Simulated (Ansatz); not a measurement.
## FH3OSi, SMILES O[SiH2]F: a composite energy at a relaxed geometry, step by step

Program: the Ansatz DFT code, driven from Python.

Run as a notebook:

In [1]:
```python
import itertools
import warnings

import ansatz as az
from ase.data import atomic_numbers, covalent_radii
import numpy as np
```

In [2]:
```python
warnings.simplefilter("ignore", az.DeckWarning)
```

In [3]:
```python
geometry_ang = [
    ("O", [-0.8706, 0.1197, -0.8934]),
    ("Si", [0.3762, 0.083, 0.1178]),
    ("F", [-0.0921, -0.8661, 1.3139]),
    ("H", [-1.6054, -0.3454, -0.6087]),
    ("H", [1.5412, -0.5094, -0.6075]),
    ("H", [0.6927, 1.4542, 0.6317]),
]
geometry = az.Crystal.molecule()
for symbol, xyz in geometry_ang:
    geometry = geometry.atom(symbol, xyz)
```

In [4]:
```python
calc = geometry.calculation()
calc = calc.basis(gaussian="def2-SVP")
calc = calc.functional("PBE0")
calc = calc.accuracy("medium").scf(lower_state_search="standard")
symbols = [site.symbol for site in geometry.cartesian_sites]
start = np.array([site.position_ang for site in geometry.cartesian_sites], dtype=float)
r = calc.relax(force_tolerance=0.01, max_steps=100).run(threads=1).report
end = np.array(r["positions_ang"])
# pairs closer than 1.2 times the sum of covalent radii, before or after
radius = [covalent_radii[atomic_numbers[s]] for s in symbols]
span = lambda where, i, j: np.linalg.norm(where[i] - where[j])
bonded = [(i, j) for i, j in itertools.combinations(range(len(symbols)), 2) if min(span(start, i, j), span(end, i, j)) < 1.2 * (radius[i] + radius[j])]
print("pair        before    after (A)")
for i, j in bonded:
    print(f"{symbols[i]}{i}-{symbols[j]}{j}".ljust(10), f"{span(start, i, j):8.4f} {span(end, i, j):8.4f}")
```
```text
pair        before    after (A)
O0-Si1       1.6057   1.6475
O0-H3        0.9150   0.9615
Si1-F2       1.5971   1.6225
Si1-H4       1.4947   1.4801
Si1-H5       1.4982   1.4883
```

In [5]:
```python
minimum = az.Crystal.molecule()
for symbol, place in zip(symbols, end):
    minimum = minimum.atom(symbol, place.tolist())
at_minimum = minimum.calculation()
# MP2 extrapolated to the basis limit, plus the small-basis difference CCSD(T) - MP2
level = lambda method, basis: at_minimum.basis(gaussian=basis).correlation(method).run(threads=1).report
small, large, cluster = level("mp2", "cc-pVDZ"), level("mp2", "cc-pVTZ"), level("ccsd_t", "cc-pVDZ")
corr = lambda each: (each["free_energy_ev"] - each["reference_energy_ev"]) / 27.211386246
mp2_limit = (27 * corr(large) - 8 * corr(small)) / 19
pieces = {"HF / cc-pVTZ": large["reference_energy_ev"] / 27.211386246, "MP2 correlation, DZ-TZ limit": mp2_limit, "CCSD(T) - MP2 / cc-pVDZ": corr(cluster) - corr(small)}
for name, value in pieces.items():
    print(f"{name:32s} {value:14.6f} Ha")
print(f"{'sum':32s} {sum(pieces.values()):14.6f} Ha")
print("T1 diagnostic", round(cluster["correlation"]["coupled_cluster"]["t1_diagnostic"], 4))
```
```text
HF / cc-pVTZ                        -465.180495 Ha
MP2 correlation, DZ-TZ limit          -0.680742 Ha
CCSD(T) - MP2 / cc-pVDZ               -0.030354 Ha
sum                                 -465.891591 Ha
T1 diagnostic 0.012
```

The settings weren't tested for convergence. The sum leaves out core correlation, relativity, the Hartree-Fock basis error and zero-point energy; a DZ-TZ extrapolation is rough. Inner cores stay frozen, so this is valence correlation. For Al to Cl the sets with a tight d function, cc-pV(X+d)Z, are usual. An extrapolation from small basis sets is rough. Timing: 17 s on 1 thread of Arm Neoverse V2, with other jobs on the host, peak memory 0.27 GiB.
